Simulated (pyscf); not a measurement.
A first-order saddle from PySCF, ωB97X-D3(BJ)/def2-SVP:

```xyz
6

As    -1.0142     1.2064    -0.3614
Ga     0.9603     0.0701     0.3828
H      1.3258     1.5080    -0.2809
H     -1.8113    -0.0038    -0.8525
H      0.4080    -0.8378    -0.8181
H      1.7773    -0.4910     1.5641
```

Surface: singlet, charge 0. Lowest wavenumbers (cm⁻¹): 830i, 217, 292, 610, 643.

### Question
Which two sides does it connect, and which bonds change?

### Answer
`[GaH2][AsH2]` ⇌ `[GaH2][AsH2]`, a concerted two-bond exchange read from left to right: As–H, Ga–H broken and As–H, Ga–H formed. At CCSD(T)/def2-TZVPP + ΔMP2(QZVPP) it lies +2.59 eV from the left side and +2.59 eV from the right (each side as separated species at their lowest minima found). The same reactants have a lower exit, to HGa=AsH + H₂ (barrier +2.31 eV at ωB97M-D3(BJ)/def2-TZVP, against +2.58 eV here). This is the saddle that the search found; another between the same sides may lie lower. A restricted solution here is unstable towards spin polarisation, so biradical character is likely and single-reference numbers are less safe. The CCSD(T) − MP2 part came from Ansatz, without density fitting, on the same reference. The frozen core leaves the outer d or s,p core shells of the metals and heavy elements correlated in the MP2 and CC values, and def2-TZVPP describes them poorly, which can shift differences by a few kcal/mol. Elements up to Kr have no core potential and no relativistic terms here.
